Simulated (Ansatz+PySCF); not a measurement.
doublet O₂F: levels of theory in one basis

```xyz
3

F    -0.0092    0.1858   -1.2656
O     0.0034   -0.5004    0.1911
O    -0.0039    0.3075    1.0649
```

Basis set: cc-pVTZ (spherical functions). Frozen core: 3 orbitals. Correlation on ROHF uses semicanonical orbitals with singles. Charge 0, multiplicity 2.

Computed with Ansatz (development build ahead of 0.2.0) and PySCF 2.14.0; each method stands on the lowest determinant of its kind that the runs found.

```json
{"method": "ROHF", "E − E(ROHF) (eV)": "0.00", "<S²> of the determinant": "0.75"}
{"method": "UHF", "E − E(ROHF) (eV)": "-1.49", "<S²> of the determinant": "1.50"}
{"method": "ROHF-MP2", "E − E(ROHF) (eV)": "-20.20", "<S²> of the determinant": "–"}
{"method": "UHF-MP2", "E − E(ROHF) (eV)": "-19.27", "<S²> of the determinant": "1.50"}
{"method": "UHF-CCSD", "E − E(ROHF) (eV)": "-20.31", "<S²> of the determinant": "1.50"}
{"method": "UHF-CCSD(T)", "E − E(ROHF) (eV)": "-21.18", "<S²> of the determinant": "1.50"}
```

**Question.** What does ROHF-CCSD(T) give on the same scale?

**Answer.** -21.35 eV.

The restricted and unrestricted rows may stand on different electronic states: another unrestricted solution lies nearer the restricted one.

Caution for ROHF, ROHF-MP2, ROHF-CCSD(T): an unrestricted determinant lies well below. Caution for UHF, UHF-MP2, UHF-CCSD, UHF-CCSD(T): the unrestricted determinant is spin contaminated. Caution for ROHF-MP2, ROHF-CCSD(T): large amplitudes, a single reference is doubtful. Caution for ROHF-MP2, UHF-MP2: MP2 forces lie far from those of the mean fields. Caution for UHF-MP2, UHF-CCSD(T): another reference gives a lower total.
